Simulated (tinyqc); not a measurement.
The basis set: RHF and MP2 along a ladder of basis sets, for H2O, spin multiplicity 1. Computed by the program tinyqc with PySCF. Same geometry throughout; the dipole is taken about the origin.

Geometry (angstrom):
```
atom       x        y       z
O     0.0000   0.0000  0.0000
H     0.0000   0.8000  0.4940
H     0.0000  -0.8390  0.5180
```

RHF and frozen-core MP2 in a ladder of bases:
```
basis        functions  E(RHF) (hartree)  E(MP2 corr) (hartree)  HOMO (eV)  LUMO (eV)  dipole (debye)
sto-3g               7        -74.952521              -0.034397   -10.3379    15.5136          1.6334
3-21g               13        -75.582704              -0.120158   -12.8316     7.1006          2.2364
6-31g               13        -75.983125              -0.127638   -13.4620     5.5302          2.4065
cc-pvdz             24        -76.021382              -0.201159   -13.2788     5.0488          1.8613
aug-cc-pvdz         41        -76.036850              -0.219428   -13.7491     0.9837          1.7929
cc-pvtz             58        -76.052465              -0.261106   -13.5977     3.8822          1.8231
```

Estimate the missing row, basis = 6-31g**.

Computed row:
```
basis    functions  E(RHF) (hartree)  E(MP2 corr) (hartree)  HOMO (eV)  LUMO (eV)  dipole (debye)
6-31g**         24        -76.017934              -0.194367   -13.3579     5.8235          1.9621
```

From cc-pVDZ to cc-pVTZ the RHF energy falls by 31.1 mhartree and the correlation energy by 59.9. If valence correlation converges as X^-3, (27 E(T) - 8 E(D))/19 gives -0.2863 hartree, a rough estimate from such small X that usually falls short; STO-3G holds about 12 % of it. Beyond STO-3G the LUMO moves by 6.1 eV and the HOMO by 0.9 eV; diffuse functions lower the positive LUMO sharply, since an unbound virtual level tracks the most diffuse function.
